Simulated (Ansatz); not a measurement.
Reaction (substitution at a C–C bond): `CCCC(N)=O` + `OC(F)F` → `CCOC(F)F` + `CC(N)=O`

Computed with Ansatz on PBE0-D4/def2-TZVP structures; ΔE is electronic, products minus reactants. CBS: MP2 limit from def2 TZ/QZ plus the TZ coupled-cluster correction, frozen cores. DFT in def2-TZVPP. B3LYP here is the variant with VWN-RPA as its local correlation; programs differ in this. HSE06 is defined as in plane-wave codes. Each species was taken in one conformer, which may not be the lowest.

| level | ΔE (kcal/mol) | difference from CCSD(T)/CBS |
| --- | --- | --- |
| PBE-D4 | 8.9 | -0.8 |
| B3LYP-D4 | 8.0 | -1.7 |
| HSE06-D4 | 9.4 | -0.3 |
| ωB97X-V | 8.5 | -1.2 |
| ωB97M-V | 9.1 | -0.6 |
| PBE-QIDH | 10.0 | 0.3 |
| revPBE | 8.0 | -1.7 |
| HF/def2-SVP | 7.3 | -2.4 |
| CCSD/def2-TZVPP | 9.4 | -0.3 |
| HF/CBS(def2) | 6.6 | -3.1 |
| CCSD(T)/CBS | 9.7 | 0 |

Largest T1 diagnostic among the species: 0.014.

Leaving LDA and LC-ωPBE aside and taking each functional with its dispersion term where it has one, the values, not all of them listed here, spread over 2.4 kcal/mol, from BLYP-D4 to PBE-QIDH. LDA lies +0.8 kcal/mol from PBE without D4. In def2-TZVPP, CCSD(T) changes the Hartree–Fock value by +2.9 kcal/mol (the triples alone add +0.2 kcal/mol) and MP2 by +4.0 kcal/mol.
